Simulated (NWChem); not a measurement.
# Excited singlets of H2Si by symmetry

```xyz
3

Si     0.0000     0.0000     0.1341
H      1.0961     0.0000    -0.9390
H     -1.0961     0.0000    -0.9390
```
Charge 0, spin multiplicity 1.

The numbers come from NWChem runs, not from measurements. The geometry was optimised at PBE0/def2-SVP, a minimum by its harmonic frequencies.

Basis set: def2-SVPD. Symmetry labels belong to the abelian group C2v used in the runs, with the axes of the coordinates shown. Entries are the lowest vertical excitation energy of each symmetry in eV (for CIS and TDDFT among the lowest few roots); a state of one symmetry need not have the same character in every method. Symmetries that some method's roots don't reach, or where a double excitation leads the EOM-CCSD root, are left out.

The correlated methods keep 5 core orbitals frozen. B3LYP has NWChem's definition, with VWN1-RPA local correlation. The structure started from a generated list of species. Coupled-cluster values serve here as a point of comparison, not as the truth.

```json
[
 {"method": "CIS", "b2": "2.61", "a2": "5.22", "b1": "7.30"},
 {"method": "TD-PBE", "b2": "2.30", "a2": "4.05", "b1": "6.87"},
 {"method": "TD-B3LYP", "b2": "…", "a2": "…", "b1": "…"},
 {"method": "TD-PBE0", "b2": "2.33", "a2": "4.33", "b1": "7.00"},
 {"method": "EOM-CCSD", "b2": "2.50", "a2": "4.63", "b1": "7.25"}
]
```

Problem. Some entries are withheld; supply them.

Solution. 
- TD-B3LYP, b2: 2.36
- TD-B3LYP, a2: 4.31
- TD-B3LYP, b1: 6.95
